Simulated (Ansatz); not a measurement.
# C₄H₇F: small, medium and large basis sets

The task here is to estimate one member of a computed series from the others.

Method: one geometry, several basis sets; program: Ansatz 0.2.0, Gaussian basis.

The runs, in order: PBE0-D4/def2-SVP; ωB97M-V/def2-SVP; PBE0-D4/def2-QZVPP; ωB97M-V/def2-QZVPP; the functionals' def2-TZVPP values are taken from earlier runs.

### The geometry

All runs share one geometry, relaxed beforehand with PBE0-D4 in a triple-zeta def2 set.

SMILES `C/C=C/CF`, 12 atoms, charge 0, spin multiplicity 1.

Atoms are counted from 1 here; the program's logs count them from 0.

Bond lengths: C1–C2 1.489 Å, C1–H6 1.092 Å, C1–H7 1.095 Å, C1–H8 1.095 Å, C2–C3 1.325 Å, C2–H9 1.087 Å, C3–C4 1.487 Å, C3–H10 1.089 Å, C4–F5 1.379 Å, C4–H11 1.097 Å, C4–H12 1.097 Å. Angles: C2–C1–H6 111.7°, C2–C1–H7 111.0°, C2–C1–H8 111.0°, H6–C1–H7 108.2°, H6–C1–H8 108.2°, H7–C1–H8 106.5°, C1–C2–C3 124.7°, C1–C2–H9 117.0°, C3–C2–H9 118.2°, C2–C3–C4 125.1°, C2–C3–H10 120.3°, C4–C3–H10 114.6°, C3–C4–F5 112.0°, C3–C4–H11 110.8°, C3–C4–H12 110.8°, F5–C4–H11 107.7°, F5–C4–H12 107.7°, H11–C4–H12 107.7°.

Geometry (Å):

```mol
C4H7F
  3D, bonds by distance, orders not assigned

 12 11  0  0  0  0  0  0  0  0999 V2000
    0.6874    1.6039    0.8703 C   0  0
   -0.1650    0.4682    0.4217 C   0  0
    0.2173   -0.4724   -0.4298 C   0  0
   -0.6269   -1.6094   -0.8831 C   0  0
   -1.8812   -1.5823   -0.3115 F   0  0
    1.6767    1.5726    0.4096 H   0  0
    0.2244    2.5640    0.6217 H   0  0
    0.8158    1.5924    1.9573 H   0  0
   -1.1719    0.4160    0.8276 H   0  0
    1.2190   -0.4522   -0.8567 H   0  0
   -0.1620   -2.5680   -0.6209 H   0  0
   -0.7566   -1.5879   -1.9723 H   0  0
  1  2  8  0
  2  3  8  0
  3  4  8  0
  4  5  8  0
  1  6  8  0
  1  7  8  0
  1  8  8  0
  2  9  8  0
  3 10  8  0
  4 11  8  0
  4 12  8  0
M  END
```

The first run:

Contents of in.yaml:

```yaml
crystal:
  periodic: [false, false, false]
  atoms:
    - {symbol: C, position_ang: [0.687419, 1.603876, 0.870339]}
    - {symbol: C, position_ang: [-0.164954, 0.468223, 0.421697]}
    - {symbol: C, position_ang: [0.217350, -0.472410, -0.429831]}
    - {symbol: C, position_ang: [-0.626911, -1.609423, -0.883051]}
    - {symbol: F, position_ang: [-1.881217, -1.582282, -0.311476]}
    - {symbol: H, position_ang: [1.676714, 1.572637, 0.409566]}
    - {symbol: H, position_ang: [0.224367, 2.564020, 0.621734]}
    - {symbol: H, position_ang: [0.815787, 1.592363, 1.957314]}
    - {symbol: H, position_ang: [-1.171886, 0.415968, 0.827619]}
    - {symbol: H, position_ang: [1.218963, -0.452205, -0.856735]}
    - {symbol: H, position_ang: [-0.162043, -2.568013, -0.620895]}
    - {symbol: H, position_ang: [-0.756588, -1.587854, -1.972279]}
basis:
  gaussian: {orbitals: def2-SVP}
hamiltonian: {xc: pbe0, dispersion: d4}
output: {orbitals: {seedname: orbitals}}
```

Steps of the session up to this table: PBE0-D4 in def2-SVP; ωB97M-V in def2-SVP; PBE0-D4 in def2-QZVPP; ωB97M-V in def2-QZVPP.

One of the session's tables, all rows but one given; the rest of the session is left out.

It belongs to the step «Density functionals: the series». 

| functional | basis | HOMO (eV) | LUMO (eV) |
| --- | --- | --- | --- |
| PBE0-D4 | def2-SVP | -7.13 | 0.68 |
| PBE0-D4 | def2-TZVPP | -7.19 | 0.49 |
| PBE0-D4 | def2-QZVPP | -7.21 | 0.42 |
| ωB97M-V | def2-SVP | ? | ? |
| ωB97M-V | def2-TZVPP | -9.43 | 2.60 |
| ωB97M-V | def2-QZVPP | -9.44 | 2.03 |

Q: Estimate the row for ωB97M-V, def2-SVP from the others.

**Answer.** HOMO (eV): -9.36; LUMO (eV): 2.88. In the column «HOMO (eV)» it lies between ωB97M-V, def2-TZVPP (-9.43) and PBE0-D4, def2-QZVPP (-7.21).
